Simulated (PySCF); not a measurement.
Problem. Give a PBE0-D3(BJ)/def2-SVP geometry of `C[C@@H]1C=C1F`.

Solution. 
```
atom  x, y, z in Å
C1    -1.145   -0.049    0.592
C2     0.314   -0.302    0.284
C3     1.190    0.762   -0.417
C4     0.860   -0.295   -1.079
F5     0.928   -0.972   -2.195
H6    -1.258    0.465    1.560
H7    -1.709   -0.994    0.655
H8    -1.611    0.577   -0.184
H9     0.808   -0.942    1.039
H10    1.682    1.721   -0.290
```

Any rigid rotation of these coordinates is as good. Atoms count from 1 in this order. The C–C distances run from 1.291 Å (C3=C4, drawn double) to 1.547 Å (C2–C3, drawn single), a spread of 0.256 Å. The 3-membered ring C2–C3–C4 has internal angles of 50.6° to 67.8°.

Bonds between heavy atoms (Å): C1–C2 1.512, C2–C3 1.547, C3=C4 1.291, C4–F5 1.307, C2–C4 1.469.

The calculation used PBE0-D3(BJ)/def2-SVP geometry optimisation, gas phase in PySCF 2.14.0.

Point group: C1 (no symmetry element, even within 0.4 Å). Stationary, but not proved a minimum.
